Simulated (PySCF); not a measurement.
Z-matrix (Å, degrees):
```
C
H 1 1.0905
H 1 1.0906 2 111.07
H 1 1.0964 2 108.07 3 -118.34
S 1 1.7950 2 111.65 4 -116.38
```
Charge 0, spin multiplicity 2.

Q: What highest occupied spin orbital, dipole moment and total energy does TPSSh-D3(BJ)/def2-TZVP in PySCF give?

A: 
The highest occupied spin orbital is -5.96 eV, the dipole moment is 1.75 D and the total energy is -438.1097 Ha.
